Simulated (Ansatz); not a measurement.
A nudged elastic band was laid between two geometries of CH₆OSi (9 atoms, charge 0, multiplicity 1).

These are results of RKS PBE/def2-SVP (Ansatz 0.2.0), not measurements.

```yaml
movable_images: 5
climbing_image: yes
spring: 5.0 eV/Å²
optimiser: quadratic models (default)
start_path: through a guess of the saddle point
force_threshold: 0.03 eV/Å
iteration_limit: 60
end_points: relaxed
```

Image 0:

```xyz
9
Properties=species:S:1:pos:R:3
Si 0.147 -0.005 0.023
H -0.318 -0.234 1.441
H 1.611 0.306 0.002
O -0.618 1.324 -0.663
C -2.019 1.410 -0.820
H -2.561 1.348 0.155
H -2.264 2.390 -1.281
H -2.422 0.610 -1.486
H -0.122 -1.262 -0.770
```

Image 6:

```xyz
9
Properties=species:S:1:pos:R:3
Si 0.276 -0.291 -1.019
H 0.610 0.244 1.490
H 1.213 0.452 1.044
O -0.725 1.010 -1.388
C -2.034 1.313 -0.945
H -2.438 0.526 -0.268
H -2.032 2.285 -0.405
H -2.712 1.416 -1.821
H -0.724 -1.068 -0.086
```

(1) What changes between the two ends?

(2) Give the energies along the band, and the barrier.

(3) What is the geometry of the highest image?

Results:

(1) Bonds broken: Si1–H2, Si1–H3. Bonds formed: H2–H3. CH6OSi becomes CH4OSi + H2.

(2) The forces met the threshold. The highest image is number 4 of 0 to 6, 2.47 eV above the first end and 0.61 eV above the last; the last end lies 1.86 eV above the first. Neighbouring images differ by up to 1.2 eV, so the band resolves the path poorly. A vibrational analysis at the climbing image gives one clearly imaginary mode, 1083i cm⁻¹: a first-order saddle point. The orbitals stay closed-shell, which can raise the energy where a bond breaks towards radicals; this wasn't checked here.

```tsv
image	path coordinate (Å)	energy (eV)	Si1–H2 (Å)	Si1–H3 (Å)	H2–H3 (Å)
0	0.00	0.00	1.51	1.50	2.47
1	0.49	0.01	1.51	1.50	2.46
2	0.98	0.29	1.49	1.49	2.18
3	1.46	1.50	1.53	1.47	1.70
4	1.95	2.47	1.72	1.53	1.24
5	3.26	1.91	2.42	2.26	0.78
6	4.57	1.86	2.59	2.38	0.78
```

(3) 
```xyz
9
Properties=species:S:1:pos:R:3
Si 0.433 0.076 -0.559
H -0.187 -0.271 1.007
H 0.965 0.175 0.875
O -0.542 1.378 -0.989
C -1.945 1.427 -0.797
H -2.207 1.473 0.286
H -2.340 2.338 -1.294
H -2.462 0.542 -1.233
H -0.282 -1.249 -0.693
```

The run took 4.2 min on 1 thread of Arm Neoverse V1 (shared host), peak memory 0.13 GiB.
